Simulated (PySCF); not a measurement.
**Four-centre ligand exchange**

Start structure (SiNH₆F, closed shell), relaxed at PBE0-D4/def2-TZVP:

Si1  (-0.640, 0.641, -1.032)
F2  (0.753, 1.392, -0.755)
H3  (-0.432, -0.734, -1.535)
H4  (-1.544, 0.709, 0.136)
H5  (-1.258, 1.437, -2.131)
H6  (1.652, -0.630, 0.792)
N7  (0.683, -0.779, 1.048)
H8  (0.544, -1.775, 1.168)
H9  (0.540, -0.339, 1.949)
(Å)

The step: SiH₃F ([F][SiH3]) + NH₃ → SiNH₅ ([NH2][SiH3]) + HF; bonds formed: Si1–N7, F2–H6; bonds broken: Si1–F2, H6–N7. PySCF 2.14 with density fitting (its default auxiliary sets; JK sets also for MP2 and CCSD(T)); basis: def2-TZVPP and def2-QZVPP; cores frozen in the correlated methods. Extrapolation: Hartree–Fock as exp(−7.88 √X), correlation as X^−2.97. Energies below are by CCSD(T) at an estimated basis limit (MP2 extrapolated from triple and quadruple zeta, plus CCSD(T) − MP2 in triple zeta).

(1) What are the electronic barrier and the energy of the step, from the start structure to the end structure? (An estimate is asked for; the value comes from the calculation.)

T1 diagnostic: at most 0.012.

Results:

(1) The calculation gives: Barrier 1.361 eV; step energy 0.582 eV (uphill); reverse barrier, their difference, 0.778 eV. Barrier and step energy count from the start structure, the reverse barrier from the end structure.

The saddle point: One imaginary mode of 620i cm⁻¹.
| pair | start (Å) | saddle (Å) | end (Å) |
| --- | --- | --- | --- |
| Si1–N7 | 2.85 | 1.86 | 1.75 |
| F2–H6 | 2.70 | 1.26 | 0.96 |
| Si1–F2 | 1.61 | 2.14 | 3.57 |
| H6–N7 | 1.01 | 1.17 | 1.69 |

Zero-point energy (harmonic, PBE0-D4): ZPE is 1.749 eV at the start and 1.710 eV at the saddle, so the barrier goes from 1.361 to 1.321 eV.

The step is the kind of exchange with an N–H group that builds nitride films in atomic layer and chemical vapour deposition.

Labels in which every atom is bracketed show which atoms are joined, not bond orders.

For scale, one of the runs: CCSD(T)/def2-TZVPP, 188 basis functions, launched by `OMP_NUM_THREADS=4 python run.py`. Time: 4.4 min of wall clock on 4 CPU threads of an Arm Neoverse V2; the host was shared. Peak host memory: 2 GiB.
